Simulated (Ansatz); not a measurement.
## SiF⁺, triplet in 6-31G: errors against full CI

Geometry: a point of a stretch scan, not a stationary point.

| atom | x (Å) | y (Å) | z (Å) |
| --- | --- | --- | --- |
| Si | 0.0000 | 0.0000 | 0.0000 |
| F | 0.0000 | 0.0000 | 5.3500 |

Basis 6-31G; Ansatz 0.2.0. Only valence electrons are correlated (noble-gas cores frozen), which leaves 10 electrons in 16 orbitals. Prefix R: restricted or restricted open-shell reference; prefix U: unrestricted. Active spaces: pair = (4e, 4o) about the gap; valence = (10e, 8o) chosen from the atoms' valence shells.

Full CI is exact within this basis and frozen core; it isn't the basis-set limit. The frozen core follows each run's orbitals, which can shift R against U totals by a few meV.

For open shells CISD and CISDTQ are restricted-active-space CI with the open shells as a complete middle space. The determinant fills πx and πy unequally, so it is a mixture of Σ and Δ, which weighs on every level built on one determinant.

The determinant under RHF, UHF, RMP2, UMP2, CISD, RCCSD, UCCSD, RCCSD(T), UCCSD(T), BCCD(T), RCCSDT, UCCSDT, RCCSDT(Q), UCCSDT(Q) fills its π shells in a way that full CI's natural occupations don't show, so these levels stand on another configuration than full CI's state and aren't compared.

* UHF ⟨S²⟩: 2.001
* T1 diagnostic (RCCSD): 0.0057
* largest doubles amplitude (RCCSD): 0.117

```csv
level,E − E(full CI) (kJ/mol),share of correlation (%),wall time
CISDTQ,0.4,99.87,6.5 s
RCCSDTQ,0.0,99.99,3.3 min
UCCSDTQ,0.0,100.01,2.9 min
CASSCF (pair space),269.2,12.26,–
NEVPT2 (pair space),41.1,86.59,2.2 s
CASSCF (valence space),235.7,23.18,–
NEVPT2 (valence space),54.6,82.21,1.9 s
MRCISD (valence space),6.7,97.82,–
MRCISD+Q (valence space),1.6,99.49,2.5 s
MRCISD+Q(relaxed) (valence space),1.5,99.50,2.6 s
```

The correlation energy at full CI, counted from the determinant under the R cluster runs, is -3.179 eV. That run took 68 s on 1 thread of Arm Neoverse V2, shared host over 4,777,056 determinants.

Run but not shown, since their state, orbitals or frozen core can't be matched to the reference's or they repeat it: RHF, UHF, RMP2, UMP2, CISD, RCCSD, UCCSD, RCCSD(T), UCCSD(T), BCCD(T), RCCSDT, UCCSDT, RCCSDT(Q), UCCSDT(Q).

Times hold each run's SCF and search for its determinant on a shared host, so for small cases they say little of a method's own cost; they ran on 1 thread of Arm Neoverse V2.

The full-CI state has the irrep A1 of C2v, in the program's axes (one component, if the state is degenerate).

Natural occupations of full CI about the gap: 1.992 1.981 1.924 1.916 1.069 0.927 0.103 0.040 0.013 0.013; effectively unpaired electrons, Σ n²(2−n)², 2.07.
